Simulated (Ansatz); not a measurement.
**SiHCl (triplet): from Hartree-Fock to the top rungs at distance Cl1–H2 along a hydrogen transfer = 1.335 Å, cc-pVDZ**

How much of the correlation energy of SiHCl (triplet) does each wave-function method recover here?

Program: Ansatz 0.2.0, Gaussian basis. Level of theory: cc-pVDZ, core rule «outside noble gas», up to 10 orbitals frozen. These are calculated values, not measurements.

Plan: UHF; CCSD(T) on ROHF; CCSD(T) on UHF; BCCD(T) on ROHF; CISD; CCSDT(Q) on ROHF; CCSDT(Q) on UHF; CCSDTQ on ROHF; CASSCF and MRCISD+Q, 4 electrons in 4 orbitals; CASSCF and NEVPT2, 4 electrons in 4 orbitals; CASSCF and MRCISD+Q, 12 electrons in 9 orbitals; CASSCF and NEVPT2, 12 electrons in 9 orbitals.

### Step 1. What is computed

The geometry derives from fragments relaxed apart (PBE0/def2-TZVP) and kept rigid, so it is no stationary point. A hydrogen atom is moved between rigid fragments.

3 atoms, charge 0, spin multiplicity 3.

Atoms are counted from 1 here; the program's logs count them from 0.

Bond lengths: Cl1–H2 1.335 Å.

### Step 2. UHF

in.yaml

```yaml
crystal:
  periodic: [false, false, false]
  atoms:
    - {symbol: Cl, position_ang: [0.000000, 0.000000, -1.482333]}
    - {symbol: H, position_ang: [0.000000, 0.000000, -0.147333]}
    - {symbol: Si, position_ang: [0.000000, 0.000000, 1.629667]}
basis:
  gaussian: {orbitals: cc-pVDZ}
magnetization: {spin_polarized: true, initial_magnetization: 2}
hamiltonian: {xc: hf}
output: {orbitals: {seedname: orbitals}}
```

Started as:

```
$ ansatz run in.yaml --threads 1 --pin off --events-out ev --progress --plain --max-ram 4096MiB --backend cpu
```

The runs that follow: CCSD(T) on ROHF; CCSD(T) on UHF; BCCD(T) on ROHF; CISD; CCSDT(Q) on ROHF; CCSDT(Q) on UHF; CCSDTQ on ROHF; CASSCF and MRCISD+Q, 4 electrons in 4 orbitals; CASSCF and NEVPT2, 4 electrons in 4 orbitals; CASSCF and MRCISD+Q, 12 electrons in 9 orbitals; CASSCF and NEVPT2, 12 electrons in 9 orbitals.

**Question.** What will the summary of the whole plan be? Wanted: RCCSDTQ below the RHF energy; RMP2 from RCCSDTQ; UMP2 from RCCSDTQ; RCCSD from RCCSDTQ; RCCSD(T) from RCCSDTQ; UCCSD(T) from RCCSDTQ; RCCSDT(Q) from RCCSDTQ; UCCSDT(Q) from RCCSDTQ; NEVPT2 pair from RCCSDTQ.

**Answer**, as computed:

```
                         quantity                                                                                               value
     RCCSDTQ below the RHF energy                                                                                          -6.7141 eV
                RMP2 from RCCSDTQ                                                                                     +24.26 kcal/mol
                UMP2 from RCCSDTQ                                                                                     +24.44 kcal/mol
               RCCSD from RCCSDTQ                                                                                      +3.89 kcal/mol
            RCCSD(T) from RCCSDTQ                                                                                      +0.75 kcal/mol
            UCCSD(T) from RCCSDTQ                                                                                      +0.75 kcal/mol
           RCCSDT(Q) from RCCSDTQ                                                                                      +0.02 kcal/mol
           UCCSDT(Q) from RCCSDTQ                                                                                      +0.01 kcal/mol
         NEVPT2 pair from RCCSDTQ                                                                                     +24.38 kcal/mol
       MRCISD+Q pair from RCCSDTQ                                                                                      +0.39 kcal/mol
      NEVPT2 valence from RCCSDTQ                                                                                     +30.18 kcal/mol
levels within 1 kcal/mol (43 meV)  RCCSD(T), UCCSD(T), BCCD(T), RCCSDT, UCCSDT, RCCSDT(Q), UCCSDT(Q), MRCISD+Q pair, MRCISD+Q valence
                    T1 diagnostic                                                                                               0.017
   effectively unpaired electrons                                                                                                2.02
```

**Reading.** RCCSD(T) misses by +0.75 kcal/mol, 0.5 % of the correlation energy. One determinant dominates. Of the multireference levels listed MRCISD+Q pair comes nearest in total energy (+0.39 kcal/mol), which doesn't show that its space is the better one. These misses are within one basis, not against nature; the frozen cores of restricted and unrestricted runs differ, which can shift their rows.
